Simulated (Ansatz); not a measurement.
Geometry optimisation, RKS B3LYP-D4/def2-SVP (Ansatz).

input.yaml

```yaml
crystal:
  periodic: [false, false, false]
  atoms:
    - { symbol: Si, position_ang: [0.125793, 0.029842, 0.125991] }
    - { symbol: F, position_ang: [0.448195, 0.124032, 1.690428] }
    - { symbol: H, position_ang: [1.520339, -0.255104, -0.158346] }
    - { symbol: H, position_ang: [-0.440189, 1.28343, -0.41237] }
    - { symbol: O, position_ang: [-0.972439, -1.142781, -0.242599] }
    - { symbol: H, position_ang: [-0.7881, -2.055419, 0.016297] }
basis:
  gaussian: { orbitals: def2-SVP }
hamiltonian:
  xc: b3lyp
  dispersion: d4
relax:
  f_tol: 0.03
  max_steps: 50
```

Launched with:

```bash
$ ansatz run input.yaml --threads 1 --pin off --max-ram 2048MiB --backend cpu --events-out ev --progress --plain --runs-dir out
```

Task: Where does it end, and by what steps?

Result: The run converged. After 5 steps the energy has fallen by 0.231 eV; H3 moved furthest, 0.19 Å.

| step | energy less start (eV) | largest force component (eV/Å) | accepted |
| --- | --- | --- | --- |
| 0 | 0.0000 | 1.491 | yes |
| 1 | -0.2133 | 0.236 | yes |
| 2 | -0.1246 | 1.071 | no |
| 3 | -0.2302 | 0.058 | yes |
| 4 | -0.2304 | 0.104 | yes |
| 5 | -0.2308 | 0.020 | yes |

```xyz
6
Properties=species:S:1:pos:R:3
Si 0.153 0.027 0.166
F 0.300 0.174 1.779
H 1.510 -0.310 -0.339
H -0.380 1.294 -0.378
O -0.953 -1.142 -0.209
H -0.737 -2.059 0.000
```

The run took 4.4 s on 1 thread of AMD EPYC 9R45 96-Core Processor (Zen 5), on a shared host, peak memory 0.15 GiB.
